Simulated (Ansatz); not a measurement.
## Worked example: correlation energy of H$_{3}$Ge–GeH, quintet

Geometry: that of the H3Ge–GeH, triplet, kept fixed. The triplet lies 6.4 eV lower here.

```xyz
6

Ge    0.0000   -0.0229    1.1903
Ge    0.0000    0.0409   -1.2321
H     1.2555   -0.7421    1.7164
H     0.0000    1.4326    1.6767
H    -1.2555   -0.7421    1.7164
H     0.0000   -1.2486   -2.0914
```

Basis cc-pVDZ; Ansatz 0.2.0. Only valence electrons are correlated (noble-gas cores and the filled d shells of p-block atoms frozen), which leaves 12 electrons in 46 orbitals. R marks a restricted (for open shells ROHF) determinant, U an unrestricted one. No spin–orbit coupling is included, and no scalar relativity.

Full CI isn't at hand for all of this; UCCSDT(Q) serves as the reference, and is uncertain by the last step of the cluster series or more.

UCCSD has a T1 diagnostic of 0.025 and a largest doubles amplitude of 0.05.

Runs differ by some tens of microhartree through their thresholds and, for an open shell, their frozen cores, so steps under 0.03 kcal/mol mean nothing.

Here the R and U totals at CCSDT(Q) differ by 0.45 kcal/mol, a measure of how far such totals hang on the determinant and its frozen core.

```
    level  total energy (hartree)
      UHF            -4152.716283
     UMP2            -4152.871503
    UCCSD            -4152.913002
 UCCSD(T)            -4152.918390
   UCCSDT            -4152.919780
UCCSDT(Q)            -4152.920036
```

Problem. What is the correlation energy at UCCSDT(Q), and what share of it do UMP2 and UCCSD(T) recover?

Solution. E(corr) = -4152.920036 − (-4152.716283) = -0.203753 hartree = -5.544 eV. UMP2: -0.155220 / -0.203753 = 76.18 %. UCCSD(T): -0.202107 / -0.203753 = 99.19 %.

Problem. By how many kcal/mol does UCCSD(T) miss UCCSDT(Q) (1 hartree = 627.509 kcal/mol), and which steps make up the rest?

Solution. -4152.918390 − (-4152.920036) = 0.001646 hartree = 1.03 kcal/mol. Steps: UCCSDT − UCCSD(T) = -0.87, UCCSDT(Q) − UCCSDT = -0.16 kcal/mol. Differences between like states or geometries often cancel part of this.
